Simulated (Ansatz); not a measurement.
C₄H₈OS, SMILES CCC(=S)OC, a ranking of conformers

Program: the Ansatz DFT code, driven from Python.

The cells in order, each with its output:

In [1]:
```python
import ansatz
from rdkit import Chem
from rdkit.Chem import AllChem
```

In [2]:
```python
rd = Chem.AddHs(Chem.MolFromSmiles("CCC(=S)OC"))
ids = list(AllChem.EmbedMultipleConfs(rd, numConfs=20, randomSeed=496, pruneRmsThresh=0.4))
field = [energy for _, energy in AllChem.MMFFOptimizeMoleculeConfs(rd)]
distinct = {round(e, 2): i for i, e in zip(ids, field)}
chosen = sorted(distinct.items())[:5]
found = []
for force_field, index in chosen:
    system = ansatz.Crystal.molecule()
    for atom, xyz in zip(rd.GetAtoms(), rd.GetConformer(index).GetPositions()):
        system = system.atom(atom.GetSymbol(), xyz.round(5).tolist())
    setup = system.calculation().basis(gaussian="6-31G*").functional("hf")
    found.append(setup.run(threads=1, backend="cpu").report["free_energy_ev"])
print("conformer   MMFF (kcal/mol)   this level (kJ/mol)")
for (force_field, index), e in zip(chosen, found):
    print(f"{index:9d} {force_field - chosen[0][0]:17.2f} {96.485332 * (e - min(found)):17.3f}")
```
```text
conformer   MMFF (kcal/mol)   this level (kJ/mol)
        1              0.00            38.342
        4              0.82             0.000
```

The conformers keep their force-field geometries. It ran for 4.7 s on 1 thread of Arm Neoverse V1 (shared host), peak memory 0.33 GiB.
